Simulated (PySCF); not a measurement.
## C₃H₃N: calculation and literature

Atoms are numbered as in `[CH2:1]=[CH:2][C:3]#[N:4]`. Each H is labelled by its parent atom. Ha(C1) is cis to C3; Hb(C1) is trans to C3.

Published estimates (parent shift plus substituent increments) and measurements: δ 13C C1 137.5; C2 108.2 ppm (estimated from measurements, as parent shift plus tabulated substituent increment; solution, not stated per compound (mostly CDCl3 or CCl4); Pretsch, Buehlmann, Badertscher, Structure Determination of Organic Compounds, 4th ed. (2009)).
δ 1H Ha(C1) 6.24; Hb(C1) 6.11; H(C2) 5.69 ppm (measured; solution, not stated per compound (mostly CDCl3 or CCl4); Pretsch, Buehlmann, Badertscher, Structure Determination of Organic Compounds, 4th ed. (2009)). Coupling constants: 3J(H(C2),Hb(C1)) (cis) 11.8 Hz, 3J(H(C2),Ha(C1)) (trans) 17.9 Hz, 2J(Ha(C1),Hb(C1)) 0.9 Hz, 1J(C2,H(C2)) 176.7 Hz.

[PySCF: J couplings at B3LYP/pcJ-1; NMR shieldings at PBE0/pcSseg-1/GIAO; GFN2-xTB geometry; no relativistic terms; no solvent model; a single conformation]

**Question.** Set the calculated values beside the experiment.

**Answer.** 
Reference values: estimated from measurements, as parent shift plus tabulated substituent increment (solution, not stated per compound (mostly CDCl3 or CCl4); Pretsch, Buehlmann, Badertscher, Structure Determination of Organic Compounds, 4th ed. (2009)).
```json
{"atoms": "C1", "quantity": "δ 13C", "reference": "137.5", "computed": "146.5", "computed, scaled": "140.6"}
{"atoms": "C2", "quantity": "δ 13C", "reference": "108.2", "computed": "115.7", "computed, scaled": "110.6"}
```

Reference values: measured (solution, not stated per compound (mostly CDCl3 or CCl4); Pretsch, Buehlmann, Badertscher, Structure Determination of Organic Compounds, 4th ed. (2009)).
```
 atoms  quantity  reference  computed  computed, scaled
Ha(C1)      δ 1H       6.24      6.56              6.28
Hb(C1)      δ 1H       6.11      6.37              6.10
 H(C2)      δ 1H       5.69      5.77              5.54
```

Computed shifts are σ(ref) − σ with the named reference compound (TMS for H and C) calculated as an isolated molecule at the same level. The measured values may be among those fitted. Shieldings were converted by linear fits to measured shifts (mostly CDCl3, TMS scale, for H and C): 13C (scatter 2.1 ppm rms, 2.3 ppm with the 13 outliers that the fit left out); 1H (scatter 0.17 ppm rms, 0.18 ppm with the 4 outliers that the fit left out). Occasional misses reach two or three times the rms, and more in compound classes unlike the fitted ones.

Coupling constants in Hz:
```tsv
coupling	reference	computed	source
3J(H(C2),Hb(C1)) cis	11.8	13.4	measured; solution (compiled); Pretsch, Buehlmann, Badertscher, Structure Determination of Organic Compounds, 4th ed., Springer 2009
3J(H(C2),Ha(C1)) trans	17.9	19.8	measured; solution (compiled); Pretsch, Buehlmann, Badertscher, Structure Determination of Organic Compounds, 4th ed., Springer 2009
2J(Ha(C1),Hb(C1))	0.9	0.1	measured; solution (compiled); Pretsch, Buehlmann, Badertscher, Structure Determination of Organic Compounds, 4th ed., Springer 2009
1J(C2,H(C2))	176.7	176.3	measured; liquid or solution (compiled); San Fabian, Garcia de la Vega, Suardiaz et al., Magn. Reson. Chem. 2013, 51, 775 (SI)
```

**Question.** How far are the unscaled 13C shifts from the references?

**Answer.** Mean signed difference +8.25 ppm, mean absolute 8.25 ppm over 2 comparisons; the largest is +9.0 ppm at C1 (terminal =CH2 carbon).

**Question.** How far are the unscaled 1H shifts from the references?

**Answer.** Mean signed difference +0.22 ppm, mean absolute 0.22 ppm over 3 comparisons; the largest is +0.32 ppm at Ha(C1) (hydrogen on a terminal =CH2 carbon).

9 of the 11 published NMR values on file for this molecule are compared. The rest: values whose atom or origin is in doubt.

Unscaled 3J(H,H) at this level run about 10 % above measured values.
